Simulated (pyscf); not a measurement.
This saddle point was located with ωB97X-D3(BJ)/def2-SVP in PySCF.

```xyz
8

O     -1.5235    -0.3644     0.3155
Al     0.1498    -0.3008    -0.5502
H     -2.2106     0.3063     0.2477
H      0.4324     1.1480    -1.1494
H      0.5126    -1.6436    -1.2987
O      0.5248    -0.3546     1.2966
H     -0.6968    -0.2744     1.2125
H      0.9941     0.3380     1.7732
```
Charge 0, spin multiplicity 1.

Surface: singlet, charge 0. Lowest wavenumbers (cm⁻¹): 1041i, 349, 377, 488, 499.

**Question.** Name the species on either side of this saddle.

**Answer.** water (H₂O) + HO–AlH₂ ⇌ HO–AlH₂ + water (H₂O), a four-centre exchange read from left to right: H–O, Al–O broken and Al–O, H–O formed. At CCSD(T)/def2-TZVPP + ΔMP2(QZVPP) it lies -0.46 eV from the left side and -0.46 eV from the right (each side as separated species at their lowest minima found). On the reactant side the descent ends in an adduct with a Al–O contact, 0.97 eV under the separated species and 0.39 eV under the saddle at ωB97X-D3(BJ)/def2-TZVP. On the product side the descent ends in an adduct with a Al–O contact, 0.97 eV under the separated species and 0.39 eV under the saddle at ωB97X-D3(BJ)/def2-TZVP. At CCSD(T) the saddle lies under the separated reactants, which points to a path from their complex (located at ωB97X-D3(BJ) alone). At CCSD(T) the saddle lies under the separated products, which points to a path from their complex (located at ωB97X-D3(BJ) alone). What is counted as formed (Al–O) is already present as a longer contact in the reactant adduct; forming that adduct is a step of its own. What is counted as broken (Al–O) persists as a longer contact in the product adduct; parting that adduct is a step of its own. At ωB97X-D3(BJ) the barrier from the zero used here is -0.58 eV. One saddle was located; it need not be the lowest between these sides. The CCSD(T) − MP2 part came from Ansatz, without density fitting, on the same reference.
